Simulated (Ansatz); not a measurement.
C$_{4}$H$_{4}$F$_{2}$ (`C=C(F)C(=C)F`) at its PBE0-D4/def2-TZVP geometry, where that method's forces vanish. Total charge 0; spin multiplicity 1.

```json
{"atom": "C1", "x (Å)": "0.890", "y (Å)": "-1.242", "z (Å)": "1.045"}
{"atom": "C2", "x (Å)": "0.213", "y (Å)": "-0.695", "z (Å)": "0.048"}
{"atom": "F3", "x (Å)": "-0.151", "y (Å)": "-1.423", "z (Å)": "-1.015"}
{"atom": "C4", "x (Å)": "-0.213", "y (Å)": "0.695", "z (Å)": "-0.048"}
{"atom": "C5", "x (Å)": "-0.890", "y (Å)": "1.242", "z (Å)": "-1.045"}
{"atom": "F6", "x (Å)": "0.152", "y (Å)": "1.423", "z (Å)": "1.014"}
{"atom": "H7", "x (Å)": "1.159", "y (Å)": "-2.288", "z (Å)": "1.019"}
{"atom": "H8", "x (Å)": "1.174", "y (Å)": "-0.637", "z (Å)": "1.893"}
{"atom": "H9", "x (Å)": "-1.159", "y (Å)": "2.288", "z (Å)": "-1.019"}
{"atom": "H10", "x (Å)": "-1.175", "y (Å)": "0.637", "z (Å)": "-1.893"}
```

Problem. For each bond, give half the difference of the two atoms' forces along it (eV/Å; positive pushes the atoms apart) under PBE-D4, r2SCAN-D4, B3LYP-D4, ωB97M-V in def2-TZVPP. (Estimate.)

Solution. Ansatz gave: 
```tsv
bond	length (Å)	PBE-D4	r2SCAN-D4	B3LYP-D4	ωB97M-V
C1–C2	1.324	0.38	0.18	0.00	-0.33
C1–H7	1.081	-0.03	-0.10	-0.09	-0.01
C1–H8	1.079	-0.01	-0.09	-0.08	-0.03
C2–F3	1.338	0.50	0.32	0.41	0.29
C2–C4	1.457	-0.47	-0.32	-0.15	0.35
C4–C5	1.324	0.38	0.18	0.00	-0.33
C4–F6	1.338	0.50	0.32	0.41	0.29
C5–H9	1.081	-0.03	-0.10	-0.09	-0.01
C5–H10	1.079	-0.01	-0.09	-0.08	-0.03
```

B3LYP here is the variant with VWN-RPA as its local correlation; programs differ in this.
